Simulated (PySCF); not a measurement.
Here is a computed PBE0-D3(BJ)/def2-SVP geometry (Å):
```
atom  x, y, z in Å
C1    -2.1474   -0.1775   -0.0960
N2    -1.0594    0.4490    0.1091
C3     0.0981   -0.2949    0.2466
C4     1.2781    0.3145    0.4746
C5     2.4948   -0.4042    0.6266
N6     3.4961   -0.9770    0.7541
H7    -3.0811    0.3884   -0.2071
H8    -2.2087   -1.2807   -0.1695
H9     0.0473   -1.3937    0.1685
H10    1.3107    1.4052    0.5497
```

Neutral, closed shell.

Problem. Which heavy atoms are bonded, and with what formal order?

Solution. C1–N2 1.27 Å (double); N2–C3 1.38 Å (single); C3–C4 1.35 Å (double); C4–C5 1.42 Å (single); C5–N6 1.16 Å (triple). Bonds to hydrogen (Å): C1–H7 1.10; C1–H8 1.11; C3–H9 1.10; C4–H10 1.09.

Problem. Give the structure as a SMILES string.

Solution. `C=N/C=C/C#N`, C4H4N2. Among its features: nitrile, imine and C=C double bond.

Problem. Name the point group.

Solution. Cs (every atom within 0.08 Å of its image).

Problem. Classify the heavy atoms.

Solution. C1: imine carbon; N2: imine nitrogen; C3: vinylic carbon bearing nitrogen; C4: alkene CH carbon; C5: nitrile carbon; N6: nitrile nitrogen.

Problem. What is the arrangement about N2?

Solution. It has 2 neighbours (C1, C3) and is bent (angle 117.8°).

Problem. What is the arrangement about C5?

Solution. It has 2 neighbours (C4, N6) and is linear (angle 179.2°).
